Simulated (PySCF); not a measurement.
# Structure from 2D NMR

Compound of formula C4H3NO. Correlations simulated from computed shifts and the bond graph:

HSQC (one-bond C–H):
```csv
δH,δC
7.18,144.8
6.96,141.0
6.30,144.8
```

COSY cross peaks (H two or three bonds apart, from the bond graph; peaks can be absent where the dihedral angle is near 90°):
```csv
δH,δH
7.18,6.96
7.18,6.30
6.96,6.30
```

HMBC (two and three bonds, from the bond graph):
```csv
δH,δC
7.18,"173.0, 141.0"
6.96,"173.0, 144.8, 121.0"
6.30,"173.0, 141.0"
```

Carbons without hydrogens: δ 173.0, 121.0.

Method: coordinates at the PBE0-D3(BJ)/def2-TZVP level, NMR shieldings at B97-2/pcSseg-2/GIAO, in PySCF 2.14.0 with density-fitted response routines (relativity neglected, one computed conformer, isolated molecule).

Referencing at the same level of theory: ¹H and ¹³C against TMS.

Exchangeable hydrogens are left out of these lists.

Q: Work out the connectivity.

A: `C=CC(=O)C#N`.

Structure with atom numbers: `[CH2:1]=[CH:2][C:3](=[O:4])[C:5]#[N:6]`. Each H is labelled by its parent atom. Ha(C1) is cis to C3; Hb(C1) is trans to C3.

- δC 173.0 is C3, an acyl cyanide carbonyl carbon.
- δC 144.8 is C1, a β carbon of a C=C–C=O unit (δH 6.30, 7.18).
- δC 141.0 is C2, an α carbon of a C=C–C=O unit (δH 6.96).
- δC 121.0 is C5, a nitrile carbon.
- HMBC from δH 7.18 reaches the proton-free carbon C3.
- HMBC from δH 6.96 reaches the proton-free carbons C3, C5.
- HMBC from δH 6.30 reaches the proton-free carbon C3.
- COSY links 7.18–6.96, 7.18–6.30, 6.96–6.30.

The shifts were computed for this structure.

Shifts are as computed. Against solution values, carbons near 30 ppm lie about +3 ppm off and those near 130 ppm about +7 ppm. Of 1211 compounds with measured shifts, 218 miss one by over three times the rms of a fit or turn the order of signals round; such compounds aren't used in these exercises.
